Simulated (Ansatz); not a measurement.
Write a Python script for Ansatz 0.2.0, Python API that makes a geometry optimisation of CH5B, SMILES BC. Level of theory: B3LYP, cc-pVDZ basis, multiplicity 1, D4 dispersion.

```json
{"atom": "B", "x (Å)": "-0.2114", "y (Å)": "-0.9100", "z (Å)": "0.0454"}
{"atom": "C", "x (Å)": "0.1819", "y (Å)": "0.6525", "z (Å)": "-0.0334"}
{"atom": "H", "x (Å)": "0.4065", "y (Å)": "-1.6614", "z (Å)": "0.5393"}
{"atom": "H", "x (Å)": "-1.2159", "y (Å)": "-1.1927", "z (Å)": "-0.4390"}
{"atom": "H", "x (Å)": "0.3226", "y (Å)": "1.0389", "z (Å)": "0.9794"}
{"atom": "H", "x (Å)": "1.1433", "y (Å)": "0.7519", "z (Å)": "-0.5878"}
{"atom": "H", "x (Å)": "-0.5658", "y (Å)": "1.2527", "z (Å)": "-0.5495"}
```

`opt_ch5b.py`
```python
# -*- coding: utf-8 -*-
"""Geometry optimisation of CH5B."""

import ansatz
from ase import Atoms
import numpy as np


def main():
    atoms = Atoms(["B", "C", "H", "H", "H", "H", "H"], positions=[
        [-0.2114, -0.91, 0.0454],
        [0.1819, 0.6525, -0.0334],
        [0.4065, -1.6614, 0.5393],
        [-1.2159, -1.1927, -0.439],
        [0.3226, 1.0389, 0.9794],
        [1.1433, 0.7519, -0.5878],
        [-0.5658, 1.2527, -0.5495],
    ])
    ch5b = ansatz.Crystal.molecule_from_ase(atoms)

    job = (
        ch5b.calculation()
        .basis(gaussian="cc-pVDZ")
        .functional("B3LYP", dispersion="d4")
    )
    symbols = [site.symbol for site in ch5b.cartesian_sites]
    start = np.array([site.position_ang for site in ch5b.cartesian_sites], dtype=float)
    def progress(event):
        if event["event"] == "relax_step":
            row = event["data"]
            print(f"step {row['step']:3d}  E = {row['lagrangian_ev']:.6f} eV  max force {row['allowed_force_max_ev_ang']:.4f} eV/A")


    r = job.relax(force_tolerance=0.01).session().plan().execute(on_event=progress).report
    end = np.array(r["positions_ang"])

    for key in ("converged", "free_energy_ev", "reference_energy_ev", "n_frozen", "n_occupied", "n_virtual"):
        print(f"{key:22s} {r[key]}")

    print("bond        before    after (A)")
    for i, j in [(0, 1), (0, 2), (0, 3), (1, 4), (1, 5), (1, 6)]:
        d0, d1 = (np.linalg.norm(xyz[i] - xyz[j]) for xyz in (start, end))
        print(f"{symbols[i]}{i}-{symbols[j]}{j}".ljust(10), f"{d0:8.4f} {d1:8.4f}")

    charges = r["charge_distribution"]
    dipole = np.array(charges["dipole_moment_e_ang"]) * 4.803205
    print("dipole (D): {:.3f} {:.3f} {:.3f}, length {:.3f}".format(*dipole, np.linalg.norm(dipole)))
    print("atom  Mulliken   Lowdin")
    for symbol, m, l in zip(symbols, charges["mulliken_charges_e"], charges["lowdin_charges_e"]):
        print(f"{symbol:4s} {m:9.3f} {l:8.3f}")


if __name__ == "__main__":
    main()
```

```console
$ python opt_ch5b.py
step   1  E = -1794.259146 eV  max force 4.0242 eV/A
step   2  E = -1794.525588 eV  max force 1.2698 eV/A
step   3  E = -1794.499185 eV  max force 0.5690 eV/A
step   4  E = -1794.558553 eV  max force 0.3901 eV/A
step   5  E = -1794.567867 eV  max force 0.1035 eV/A
step   6  E = -1794.572206 eV  max force 0.0289 eV/A
step   7  E = -1794.560804 eV  max force 0.4474 eV/A
step   8  E = -1794.574107 eV  max force 0.0469 eV/A
step   9  E = -1794.573342 eV  max force 0.0866 eV/A
step  10  E = -1794.573029 eV  max force 0.1523 eV/A
step  11  E = -1794.574711 eV  max force 0.0205 eV/A
step  12  E = -1794.575064 eV  max force 0.0043 eV/A
step  13  E = -1794.575100 eV  max force 0.0148 eV/A
step  14  E = -1794.573525 eV  max force 0.1215 eV/A
step  15  E = -1794.575119 eV  max force 0.0006 eV/A
converged              True
free_energy_ev         -1794.5753195031878
reference_energy_ev    -1794.4768436651395
n_frozen               0
n_occupied             [8, 8]
n_virtual              [45, 45]
bond        before    after (A)
B0-C1        1.6132   1.5562
B0-H2        1.0910   1.2088
B0-H3        1.1505   1.2089
C1-H4        1.0931   1.1014
C1-H5        1.1142   1.1153
C1-H6        1.0889   1.1014
dipole (D): 0.279 0.703 -0.102, length 0.763
atom  Mulliken   Lowdin
B        0.011   -0.119
C       -0.034    0.013
H       -0.037   -0.014
H       -0.037   -0.014
H        0.025    0.032
H        0.045    0.069
H        0.025    0.032
```

Notes:
- Total energies depend on the basis set; only differences at equal settings carry meaning.
- The end point is the stationary point reached from this start; no frequency run checks that it is a minimum, and the basis set is modest.
- The Löwdin charges here are taken after orthogonalising the functions within each atom; they differ from plain Löwdin charges, and their signs can be unphysical.
- Total less reference energy is the dispersion correction.
- b3lyp holds the VWN-RPA fit, as in Gaussian; the form of ORCA and Turbomole is b3lyp5.
- Timing: 9 s on 1 thread of Intel(R) Xeon(R) 6975P-C (Granite Rapids), on a shared host, peak memory 0.19 GiB.

(A comment or docstring line of the script was reworded after the run, the code is as it ran; lines on the test bed's own set-up are left out of the output.)
